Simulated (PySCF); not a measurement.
Vibration and rotation of SF⁻

RHF-CCSD(T) constants of SF⁻, ¹Σ⁺ (singlet), closed shell (PySCF, no relativity, basis sets S aug-cc-pV(D+d)Z, F aug-cc-pVDZ; masses 31.9721 and 18.9984 u):

```
ωe              : 629.8 cm⁻¹
ωexe            : 4.04 cm⁻¹
Be              : 0.45156 cm⁻¹
αe              : 0.00396 cm⁻¹
D (centrifugal) : 9.29e-07 cm⁻¹
De to S + F⁻    : 2.15 eV
```

**Question.** Give the band origin of the fundamental and the first lines of its P and R branches.

**Answer.** ν0 = ωe − 2ωexe = 621.7 cm⁻¹, B0 = 0.44958, B1 = 0.44562 cm⁻¹.

| J″ | P(J″) − ν0 | R(J″) − ν0 |
| --- | --- | --- |
| 0 |  | 0.891 |
| 1 | -0.899 | 1.775 |
| 2 | -1.806 | 2.650 |
| 3 | -2.721 | 3.517 |
| 4 | -3.644 | 4.377 |
| 5 | -4.575 | 5.228 |
| 6 | -5.513 | 6.071 |

**Question.** Near which J would the R branch turn back, without centrifugal distortion?

**Answer.** At J ≈ (B0 + B1)/(2(B0 − B1)) − 1 ≈ 110.

Correlated steps freeze 6 core orbitals. Correlated levels converge slowly with the basis: in double zeta they bind strong bonds too weakly, by up to about 1 eV, and carry superposition errors of some tenths. For an ion De counts to the pair picked by the measured ionisation energies or electron affinities, which need not be the lowest pair at this level. Where the molecule has an RHF reference, its open-shell atoms are computed with UHF.
